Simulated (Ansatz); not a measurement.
# BFH2O: the cost of one run

All numbers below are computed with Ansatz 0.2.0 (RHF/def2-TZVP).

## Step 1: The starting structure

Bond lengths: B1–H2 1.190 Å, B1–F3 1.320 Å, B1–O4 1.410 Å, O4–H5 1.010 Å. Angles: H2–B1–F3 120.0°, H2–B1–O4 120.0°, F3–B1–O4 120.0°, B1–O4–H5 109.5°.

Coordinates:

```xyz
5

B     0.0000    0.0000    0.0000
H     0.0000    0.0000    1.1900
F     1.1431    0.0000   -0.6600
O    -1.2211    0.0000   -0.7050
H    -1.7308   -0.8467   -0.4965
```

## Step 2: Preparing the start

input.yaml reads:

```yaml
crystal:
  periodic: [false, false, false]
  atoms:
    - { symbol: B, position_ang: [0.0, 0.0, 0.0] }
    - { symbol: H, position_ang: [0.0, 0.0, 1.19] }
    - { symbol: F, position_ang: [1.1431, 0.0, -0.66] }
    - { symbol: O, position_ang: [-1.2211, 0.0, -0.705] }
    - { symbol: H, position_ang: [-1.7308, -0.8467, -0.4965] }
basis:
  gaussian: { orbitals: def2-TZVP }
hamiltonian:
  xc: hf
relax:
  f_tol: 0.02
  max_steps: 40
```

Run with:

```
ansatz run input.yaml --threads 2 --pin off --max-ram 3072MiB --backend cpu --events-out ev --progress --plain --runs-dir out
```

Q: Estimate wall time and peak memory on 2 threads of Arm Neoverse N1, shared host.

About 7.3 s, with a peak of 0.14 GiB.
